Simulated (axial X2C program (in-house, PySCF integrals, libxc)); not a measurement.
# Spin–orbit effects along a row: molecules with H (ions), PBE0

All values come from calculations with an in-house relativistic program for diatomic molecules, spin-free (one-electron X2C) or two-component (2c: spin–orbit coupling with atomic mean-field Coulomb and Gaunt terms, which also bring small scalar terms), in Dyall basis sets with cores contracted in-house; open shells are unrestricted.

Basis sets: Al dyall-v3z, Cl dyall-av3z, H dyall-v3z, Mg dyall-cv3z, Na dyall-cv3z, P dyall-v3z, S dyall-av3z, Si dyall-v3z.

```csv
molecule,spin-free state,Re (Å),ωe (cm⁻¹),De (eV),2c state,Re 2c (Å),ωe 2c (cm⁻¹),De 2c (eV)
NaH⁺,"M_S = 1/2, Λ = 0",2.592,321.3,0.09,Ω = 1/2,2.592,321.3,0.09
MgH⁺,"M_S = 0, Λ = 0",1.654,1727.9,1.94,Ω = 0,1.654,1727.8,1.94
AlH⁺,"M_S = 1/2, Λ = 0",1.622,1650.1,0.93,Ω = 1/2,1.622,1649.7,0.93
SiH⁺,"M_S = 0, Λ = 0",1.523,2119.2,3.21,Ω = 0,1.523,2118.8,3.21
PH⁺,"M_S = 1/2, Λ = 1",1.438,2359.8,3.36,Ω = 1/2,1.438,2359.3,3.38
SH⁺,"M_S = 1, Λ = 0",1.372,2544.8,3.77,Ω = 1,1.372,2544.3,3.77
HCl⁺,"M_S = 1/2, Λ = 1",1.324,2654.6,4.70,Ω = 3/2,1.324,2654.2,4.73
```

Fragments in 2c: Na+ + H, Mg+ + H, Al+ + H, Si+ + H, P+ + H, S+ + H, Cl+ + H. Each entry is the lowest single determinant of a limited PBE0 search at one distance. De goes to single-determinant-based atoms at the same level (for ions the charge split of lowest energy) and is withheld (n/a) where an atom does not fit its ground term or J level. Main or longest-lived isotopes. One determinant is a doubtful description, or other states lie close, for SH⁺; these need not be ground states, and all values refer to the states named. Some open-shell Ω = 0 determinants are out of reach, so the Ω given for SH⁺ need not be the lowest component. With several unpaired electrons the Ω given is that of one determinant, not necessarily of the lowest component. Some light 2c atoms are not at their ground J level, so De misses part of their lowering (0.04 eV or less). The functionals have no current term, which raises determinants with orbital currents.
